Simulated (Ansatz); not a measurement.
Write a Python script for the Ansatz DFT code, driven from Python that makes a single point in a Gaussian basis of C₃H₃FOS, SMILES C#CC(O)(F)S. Use: wB97X-V, cc-pVDZ basis, multiplicity 1.

| atom | x (Å) | y (Å) | z (Å) |
| --- | --- | --- | --- |
| C | 1.4707 | 0.9166 | 1.2816 |
| C | 0.6492 | 0.3489 | 0.5748 |
| C | -0.3116 | -0.3930 | -0.2826 |
| O | -0.5259 | -1.6170 | 0.3281 |
| F | 0.3534 | -0.7244 | -1.4446 |
| S | -1.7664 | 0.5467 | -0.6680 |
| H | 2.1312 | 1.4979 | 1.8943 |
| H | -0.7955 | -2.1559 | -0.4417 |
| H | -1.1168 | 1.5339 | -1.2590 |

`c3h3fos_energy.py`
```python
from pathlib import Path

import ansatz as az
from ase import Atoms
import numpy as np

atoms = Atoms(["C", "C", "C", "O", "F", "S", "H", "H", "H"], positions=[
    [1.4707, 0.9166, 1.2816],
    [0.6492, 0.3489, 0.5748],
    [-0.3116, -0.393, -0.2826],
    [-0.5259, -1.617, 0.3281],
    [0.3534, -0.7244, -1.4446],
    [-1.7664, 0.5467, -0.668],
    [2.1312, 1.4979, 1.8943],
    [-0.7955, -2.1559, -0.4417],
    [-1.1168, 1.5339, -1.259],
])
molecule = az.Crystal.molecule_from_ase(atoms)

base = (
    molecule.calculation()
    .basis(gaussian="cc-pVDZ")
    .functional(az.LibraryFunctional("wB97X-V"))
    .forces()
    .orbitals()
)
result = base.run(runs_dir="out")
report = result.report

for key in ("converged", "free_energy_ev", "reference_energy_ev", "n_frozen", "n_occupied", "n_virtual"):
    print(f"{key:22s} {report[key]}")

field = report["mean_field"]
print("<S^2> =", round(abs(field["state"]["spin_squared"]), 4), " all-electron relativity setting:", field["relativity"])
print("passes:", field["passes"])
if "symmetry" in field:
    print("occupied orbitals by irrep:", field["symmetry"]["occupied"])

symbols = [site.symbol for site in molecule.cartesian_sites]
print("forces (eV/A)")
for symbol, f in zip(symbols, report["forces_ev_ang"]):
    print(f"  {symbol:2s} {f[0]:9.4f} {f[1]:9.4f} {f[2]:9.4f}")

charges = report["charge_distribution"]
dipole = np.array(charges["dipole_moment_e_ang"]) * 4.803205
print("dipole (D): {:.3f} {:.3f} {:.3f}, length {:.3f}".format(*dipole, np.linalg.norm(dipole)))
print("atom  Mulliken   Lowdin")
for symbol, m, l in zip(symbols, charges["mulliken_charges_e"], charges["lowdin_charges_e"]):
    print(f"{symbol:4s} {m:9.3f} {l:8.3f}")

lines = Path(report["orbitals_path"]).read_text().splitlines()
field_of = lambda key: [line.split("=")[1].strip() for line in lines if line.startswith(key)]
orbitals = [(27.211386 * float(e), s, float(n)) for e, s, n in zip(field_of("Ene="), field_of("Spin="), field_of("Occup="))]
homo = max(e for e, _, n in orbitals if n > 0.5)
lumo = min(e for e, _, n in orbitals if n < 0.5)
print(f"HOMO {homo:.3f} eV, LUMO {lumo:.3f} eV, gap {lumo - homo:.3f} eV")
```

```console
$ python c3h3fos_energy.py
converged              True
free_energy_ev         -18752.706469031025
reference_energy_ev    -18752.706469031025
n_frozen               0
n_occupied             [27, 27]
n_virtual              [76, 76]
<S^2> = 0.0  all-electron relativity setting: none
passes: {'evaluations': 16, 'products': 15}
occupied orbitals by irrep: [{'A': 27}, {'A': 27}]
forces (eV/A)
  C    -1.3444   -0.6010   -1.0732
  C     0.9151    0.7700    0.8757
  C     2.3264   -0.7219    1.0185
  O    -1.0609    0.1655   -0.3544
  F     0.2407    0.4486   -0.9472
  S    -1.6560   -0.3690    0.2851
  H     0.1658   -0.0328    0.0969
  H    -0.0913   -0.2682    0.4916
  H     0.5047    0.6088   -0.3929
dipole (D): 0.128 0.862 -0.417, length 0.966
atom  Mulliken   Lowdin
C       -0.329   -0.001
C        0.414   -0.106
C        0.044   -0.559
O       -0.190    0.266
F       -0.202    0.158
S        0.001    0.305
H        0.013    0.026
H        0.156   -0.045
H        0.094   -0.044
HOMO -9.874 eV, LUMO 2.422 eV, gap 12.295 eV
```

Caveats:
- Total energies depend on the basis set; only differences at equal settings carry meaning.
- The geometry is a force-field or estimated start, not a minimum of this method, and the basis set is short of its limit.
- The Löwdin charges here are taken after orthogonalising the functions within each atom; they differ from plain Löwdin charges, and their signs can be unphysical.
- Levels such as HOMO and LUMO are orbital energies: with these approximate functionals they aren't the ionisation energy and electron affinity, and their gap isn't the fundamental gap.
- Hardware and time: 18 s on 1 thread of Arm Neoverse V1, with other jobs on the host, peak memory 0.35 GiB.
